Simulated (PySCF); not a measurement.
Gas-phase reaction: 2 BCl3.NH3 → 2 BCl2 + 2 Cl + 6 H + N2

Energies from PySCF (xtb for GFN2), thermal terms from the rigid-rotor harmonic-oscillator model, ideal gas at 1 bar. † marks an energy on the PBE0/def2-TZVP geometry and frequencies; other levels use their own. MP2 and CCSD(T) freeze the core. 6-31G* has spherical d functions here. Open shells (unrestricted): BCl2 (multiplicity 2), Cl (multiplicity 2, electronic degeneracy 6), H (multiplicity 2); the rest are closed-shell singlets. GFN2 has no spin-polarisation term. Spin-orbit splitting is ignored; it lowers the true energy and changes the entropy of Cl. B3LYP is the form with VWN-RPA correlation. Adducts (BCl3.NH3) have no counterpoise correction, and HF, PBE, BLYP, B3LYP and PBE0 lack dispersion. BCl3.NH3: computed as isolated molecules; such fragments, hydroxides, amides, oligomers or adducts are transient or little studied in the gas. MP2 isn't extrapolated to the basis-set limit; its ΔH°(298 K) is 2428.1 kJ in def2-SVP and 2542.5 kJ in def2-TZVPP. CCSD(T) isn't extrapolated to the basis-set limit; its ΔH°(298 K) is 2440.5 kJ in def2-SVP and 2536.8 kJ in def2-TZVPP. The harmonic model lacks anharmonicity and excited electronic states, which grow with temperature; levels with a mode under 35 cm⁻¹ are left out. Internal rotation in BCl3.NH3 is treated as a harmonic vibration of one conformer, which makes the entropy rough.

```json
[
 {"level": "B3LYP/def2-TZVP†", "ΔE electronic, kJ": "2660", "ΔH°(298 K), kJ": "2486", "ΔS°(298 K), J/K": "1095", "ΔG°(2000 K), kJ": "200"},
 {"level": "CCSD(T)/def2-TZVPP†", "ΔE electronic, kJ": "2711", "ΔH°(298 K), kJ": "2537", "ΔS°(298 K), J/K": "1095", "ΔG°(2000 K), kJ": "251"},
 {"level": "GFN2-xTB", "ΔE electronic, kJ": "3019", "ΔH°(298 K), kJ": "2864", "ΔS°(298 K), J/K": "1063", "ΔG°(2000 K), kJ": "664"},
 {"level": "HF/6-31G*", "ΔE electronic, kJ": "2086", "ΔH°(298 K), kJ": "1896", "ΔS°(298 K), J/K": "1104", "ΔG°(2000 K), kJ": "-420"},
 {"level": "M06-2X/def2-TZVP†", "ΔE electronic, kJ": "2745", "ΔH°(298 K), kJ": "2571", "ΔS°(298 K), J/K": "1095", "ΔG°(2000 K), kJ": "285"},
 {"level": "MP2/def2-TZVPP†", "ΔE electronic, kJ": "2717", "ΔH°(298 K), kJ": "2542", "ΔS°(298 K), J/K": "1095", "ΔG°(2000 K), kJ": "257"},
 {"level": "PBE/def2-TZVP†", "ΔE electronic, kJ": "2682", "ΔH°(298 K), kJ": "2508", "ΔS°(298 K), J/K": "1095", "ΔG°(2000 K), kJ": "222"},
 {"level": "r2SCAN/def2-TZVP†", "ΔE electronic, kJ": "2720", "ΔH°(298 K), kJ": "2545", "ΔS°(298 K), J/K": "1095", "ΔG°(2000 K), kJ": "260"},
 {"level": "LDA/def2-TZVP†", "ΔE electronic, kJ": "3115", "ΔH°(298 K), kJ": "2941", "ΔS°(298 K), J/K": "1095", "ΔG°(2000 K), kJ": "655"},
 {"level": "ωB97M-V/def2-TZVP†", "ΔE electronic, kJ": "2781", "ΔH°(298 K), kJ": "2607", "ΔS°(298 K), J/K": "1095", "ΔG°(2000 K), kJ": "321"},
 {"level": "ωB97X-V/def2-TZVP†", "ΔE electronic, kJ": "2759", "ΔH°(298 K), kJ": "2585", "ΔS°(298 K), J/K": "1095", "ΔG°(2000 K), kJ": "299"}
]
```
ΔH° is lowest at HF/6-31G* and highest at LDA/def2-TZVP†. No reference value is set beside these.
